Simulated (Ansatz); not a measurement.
Basis-set extrapolation for C$_{3}$HFS (PBE0-D4/def2-TZVP geometry, frozen core, Ansatz). Multiplicity 1, RHF reference.

```
                      def2-TZVPP   def2-QZVPP
                 HF  -611.009631  -611.030193
    MP2 correlation    -0.887183    -0.956025
CCSD(T) correlation    -0.948007      not run
```

Energies in hartree. Use E(X) = E(∞) + A·exp(−7.88·√X) for Hartree–Fock and E(X) = E(∞) + B·X^(−2.97) for correlation, with X = 3 and 4, and add CCSD(T) minus MP2 of the smaller set to the MP2 limit.

Problem. What is the CCSD(T) energy at the basis-set limit?

Solution. HF limit: -611.030193 + (-0.020562) × 0.13774 = -611.03303. MP2 limit: -0.956025 + (-0.068842) × 0.74074 = -1.00702. Higher-order term: -0.948007 − (-0.887183) = -0.06082. Total: -612.10087 hartree, 89.9 kcal/mol below CCSD(T)/def2-TZVPP.
